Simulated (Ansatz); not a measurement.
`BN` + `[SiH3]S` → `BS[SiH3]` + NH₃ at 400 K and 1 bar (ligand exchange at a B–N bond).

Gas-phase electronic energies from Ansatz, PBE0-D4/def2-TZVP geometries. CCSD(T)/CBS is the MP2 limit (def2-TZVPP, def2-QZVPP) plus CCSD(T) − MP2 in def2-TZVPP, frozen cores. This one scheme is used for every species.

```
   species  CCSD(T)/CBS energy (Eh)  H − E (kJ/mol)  S (J/(mol·K))
      `BN`                -81.93499           142.5          243.5
 `[SiH3]S`               -689.27336           109.8          293.0
`BS[SiH3]`               -714.68055           151.5          334.3
       NH₃                -56.50880           104.2          203.1
```

H − E and S are ideal-gas, rigid-rotor, harmonic terms from PBE0-D4/def2-TZVP. 1 Eh = 2625.50 kJ/mol, R = 8.31446 J/(mol·K).

By hand: ΔE, ΔH, ΔS and ΔG.

ΔE = (-714.68055) + (-56.50880) − (-81.93499) − (-689.27336) = 0.01900 Eh = 49.9 kJ/mol. Δ(H − E) = 151.5 + 104.2 − 142.5 − 109.8 = 3.4, so ΔH = 53.3 kJ/mol. ΔS = 334.3 + 203.1 − 243.5 − 293.0 = 0.9 J/(mol·K). ΔG = 53.3 − 400 × (0.9)/1000 = 52.9 kJ/mol.

By hand: the equilibrium constant, and the temperature at which ΔG would vanish if ΔH and ΔS stayed fixed.

log₁₀ K = −ΔG/(RT ln 10) = -6.9. ΔG = 0 at ΔH/ΔS = 59222 K, far beyond where these terms or the molecules hold.

The number of gas molecules stays the same, so ΔS is small and ΔH decides. A doubt of 5 kJ/mol in ΔE shifts log₁₀ K by 0.7 here. These are equilibria of isolated gas molecules and say nothing of rates. Largest T1 diagnostic: 0.014 (customary marks: 0.02 for closed shells, 0.045 for open ones).
